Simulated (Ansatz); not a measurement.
Basis-set extrapolation for `CCSS` (PBE0-D4/def2-TZVP geometry, frozen core, the Gaussian-basis code of Ansatz). Multiplicity 1, RHF reference.

```json
{"": "HF", "def2-TZVPP": "-874.348514", "def2-QZVPP": "-874.375178"}
{"": "MP2 correlation", "def2-TZVPP": "-0.708685", "def2-QZVPP": "-0.763495"}
{"": "CCSD(T) correlation", "def2-TZVPP": "-0.797123", "def2-QZVPP": "not run"}
```

Energies in hartree. Use E(X) = E(∞) + A·exp(−7.88·√X) for Hartree–Fock and E(X) = E(∞) + B·X^(−2.97) for correlation, with X = 3 and 4, and add CCSD(T) minus MP2 of the smaller set to the MP2 limit.

What is the CCSD(T) energy at the basis-set limit?

HF limit: -874.375178 + (-0.026664) × 0.13774 = -874.37885. MP2 limit: -0.763495 + (-0.054810) × 0.74074 = -0.80409. Higher-order term: -0.797123 − (-0.708685) = -0.08844. Total: -875.27138 hartree, 3.42 eV below CCSD(T)/def2-TZVPP.
